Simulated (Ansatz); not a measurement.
Mg₃H₃, relaxed as a doublet with UKS PBE-D4/def2-TZVP in Ansatz, starting from the GFN2-xTB geometry. Force threshold 0.02 eV/Å.

The relaxation made no stability test and no search for a lower SCF solution. The structure comes from a short search, and lower isomers may exist.

Start:

```xyz
6

Mg    1.039   -0.726    1.767
Mg   -0.589   -0.138   -0.735
Mg    0.465    1.798    0.910
H     1.425   -1.075   -0.490
H    -0.764    0.859   -2.021
H    -1.575   -0.718    0.569
```

```json
{"step": "1", "energy (eV)": "-16369.4133", "largest force component (eV/Å)": "1.316", "SCF passes": "19"}
{"step": "2", "energy (eV)": "-16370.0170", "largest force component (eV/Å)": "0.613", "SCF passes": "21"}
{"step": "3", "energy (eV)": "-16370.3232", "largest force component (eV/Å)": "0.410", "SCF passes": "21"}
{"step": "4", "energy (eV)": "-16370.4637", "largest force component (eV/Å)": "0.210", "SCF passes": "21"}
{"step": "5", "energy (eV)": "-16370.4864", "largest force component (eV/Å)": "0.356", "SCF passes": "21"}
{"step": "6", "energy (eV)": "-16370.5487", "largest force component (eV/Å)": "0.173", "SCF passes": "21"}
{"step": "7", "energy (eV)": "-16370.5716", "largest force component (eV/Å)": "0.144", "SCF passes": "19"}
{"step": "8", "energy (eV)": "-16370.5996", "largest force component (eV/Å)": "0.127", "SCF passes": "20"}
{"step": "9", "energy (eV)": "-16370.6062", "largest force component (eV/Å)": "0.239", "SCF passes": "19"}
{"step": "10", "energy (eV)": "-16370.6126", "largest force component (eV/Å)": "0.150", "SCF passes": "22"}
{"step": "11", "energy (eV)": "-16370.6147", "largest force component (eV/Å)": "0.048", "SCF passes": "21"}
{"step": "12", "energy (eV)": "-16370.6158", "largest force component (eV/Å)": "0.010", "SCF passes": "19"}
```

Force components are those of the run's own axes.

End:

```csv
atom,x (Å),y (Å),z (Å)
Mg1,0.604,-0.930,1.493
Mg2,-0.450,-0.170,-0.989
Mg3,0.821,2.071,1.558
H4,1.223,-0.730,-0.299
H5,-1.087,0.348,-2.497
H6,-1.112,-0.588,0.735
```

Bonds lost: Mg2–Mg3 (atoms count from 1). Bonds formed: Mg1–H4, Mg1–H6, Mg2–H4 (atoms count from 1).

No frequencies were taken in this run, so the end may be a saddle point.

It took 9.5 s on 4 threads of Arm Neoverse V2 on a shared host.
